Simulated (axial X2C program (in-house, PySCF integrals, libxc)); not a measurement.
## CCl⁺ along the bond: PBE0, 2c

All values were computed with an in-house all-electron X2C program for linear molecules (integrals from PySCF). Two-component (2c) means X2C with spin–orbit coupling and atomic mean-field two-electron Coulomb and Gaunt terms. Basis: Cl dyall-av3z [9s8p3d2f], C dyall-v3z [7s6p2d1f] (cores contracted in-house); Gaussian nuclei, density fitting, unrestricted open shells. Masses: Cl 34.969 u, C 12.000 u.

State: Ω = 0 (closed shell). Dipoles are positive if C is the positive end and refer to the centre of mass.

Results along the bond:

```json
{"R (Å)": "1.341", "μ (D)": "-1.476", "HOMO (eV)": "-17.78", "LUMO (eV)": "-11.02"}
{"R (Å)": "1.403", "μ (D)": "-1.075", "HOMO (eV)": "-18.07", "LUMO (eV)": "-11.23"}
{"R (Å)": "1.450", "μ (D)": "-0.766", "HOMO (eV)": "-18.27", "LUMO (eV)": "-11.39"}
{"R (Å)": "1.496", "μ (D)": "-0.454", "HOMO (eV)": "-18.45", "LUMO (eV)": "-11.56"}
{"R (Å)": "1.542", "μ (D)": "-0.138", "HOMO (eV)": "-18.63", "LUMO (eV)": "-11.73"}
{"R (Å)": "1.596", "μ (D)": "0.230", "HOMO (eV)": "-18.80", "LUMO (eV)": "-11.92"}
{"R (Å)": "1.650", "μ (D)": "0.596", "HOMO (eV)": "-18.94", "LUMO (eV)": "-12.10"}
{"R (Å)": "1.719", "μ (D)": "1.059", "HOMO (eV)": "-19.06", "LUMO (eV)": "-12.34"}
{"R (Å)": "1.804", "μ (D)": "1.609", "HOMO (eV)": "-19.03", "LUMO (eV)": "-12.60"}
{"R (Å)": "1.927", "μ (D)": "2.366", "HOMO (eV)": "-18.42", "LUMO (eV)": "-12.94"}
```

Occupations by symmetry block were frozen at the best pattern of an incomplete PBE0 search. The closed shell is kept restricted, so the energy runs too high when the bond is stretched far.
